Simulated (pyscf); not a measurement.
Optimised with ωB97X-D3(BJ)/def2-SVP in PySCF.

SMILES: [CH2](C)[In]([CH3])[CH3]
```xyz
16

C     -1.5913    -0.7653    -2.3895
C     -0.4026    -1.0586    -1.4694
In     0.2282     0.6354    -0.2667
C     -0.8766     2.4935    -0.4178
C      1.9144     0.5002     1.0853
H     -2.4790    -0.4437    -1.8192
H     -1.3651     0.0455    -3.1023
H     -1.8901    -1.6460    -2.9853
H      0.4696    -1.4025    -2.0530
H     -0.6359    -1.8906    -0.7814
H     -1.4537     2.5479    -1.3535
H     -0.2077     3.3663    -0.3606
H     -1.5886     2.5685     0.4214
H      2.3734    -0.4996     1.0809
H      1.5970     0.7342     2.1146
H      2.6840     1.2385     0.8065
```
Charge 0, spin multiplicity 1.

Q: How much does it cost (ΔH, 298 K, ωB97M-D3(BJ)/def2-TZVP) to split `[CH3][CH2][In]([CH3])[CH3]` at its C–In bond into •H₂C–CH₃ + [H₃C–In–CH₃]•?

A: C–In to •H₂C–CH₃ + [H₃C–In–CH₃]•: 238.8 kJ/mol. The 7 functionals that were run give +209.6 (r²SCAN) to +255.4 kJ/mol (ωB97X-D3(BJ)). The radicals are drawn with the spin at the cut bond; how far it spreads was not checked. Other isomers of •H₂C–CH₃, [H₃C–In–CH₃]• were not searched in full and may lie lower. Elements past Kr carry the def2 core potentials, without spin-orbit coupling.
